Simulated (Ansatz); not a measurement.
CsCl-type TlCl

Method: LDA (Ansatz, a quantum-chemistry and plane-wave program, plane waves, PAW).

Run with plane-wave cutoff 500 eV, 8×8×8 k mesh, gaussian smearing 0.02 eV, scalar-relativistic PAW data made under PBE.

Cell (relaxed at this level):

Space group Pm-3m (No. 221); a = 3.694 Å, b = 3.694 Å, c = 3.694 Å, α = 90.00°, β = 90.00°, γ = 90.00°

```json
[
 {"atom": "Tl", "site": "1a", "symmetry": "m-3m", "x": "0.0000", "y": "0.0000", "z": "0.0000"},
 {"atom": "Cl", "site": "1b", "symmetry": "m-3m", "x": "0.5000", "y": "0.5000", "z": "0.5000"}
]
```

```json
{
 "band_gap": "1.57 eV (on the SCF k mesh)"
}
```

Spin–orbit coupling is not included; with these elements it can move the gap by several tenths of an eV or more.

Computed values are for the static lattice.
